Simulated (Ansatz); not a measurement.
## Ansatz (development build ahead of 0.2.0) run

```yaml
crystal:
  periodic: [false, false, false]
  atoms:
    - { symbol: C, position_ang: [0.71331, 0.0, 0.0] }
    - { symbol: B, position_ang: [-0.81297, 0.0, -2.0e-05] }
    - { symbol: H, position_ang: [1.30747, -0.9074, -0.08362] }
    - { symbol: H, position_ang: [1.30746, 0.9074, 0.08363] }
    - { symbol: H, position_ang: [-1.41496, 1.02725, -0.07383] }
    - { symbol: H, position_ang: [-1.41496, -1.02725, 0.07391] }
basis:
  gaussian: { orbitals: cc-pVTZ }
magnetization:
  initial_magnetization: 1
hamiltonian:
  xc: hf
correlation:
  method: mp2
  frozen_orbitals: { B: 1, C: 1, H: 0 }
output:
  forces: true
```

The input is written out in the form of the current development build from the run's settings. Correlation on restricted open-shell orbitals is semicanonical, with singles.

Output:

```json
{
  "Converged": "yes",
  "Reference energy": "-64.84436 hartree",
  "Correlation energy": "-0.25263 hartree",
  "Total energy": "-65.09699 hartree",
  "Spin squared of the determinant": "0.750",
  "Stability test": "minimum among restricted orbitals"
}
```

Forces (eV/Å):
| atom | Fx | Fy | Fz |
| --- | --- | --- | --- |
| C1 | 0.354 | 0.000 | 0.000 |
| B2 | -0.177 | 0.000 | 0.001 |
| H3 | -0.133 | 0.162 | 0.045 |
| H4 | -0.133 | -0.162 | -0.045 |
| H5 | 0.045 | -0.049 | 0.030 |
| H6 | 0.045 | 0.049 | -0.030 |
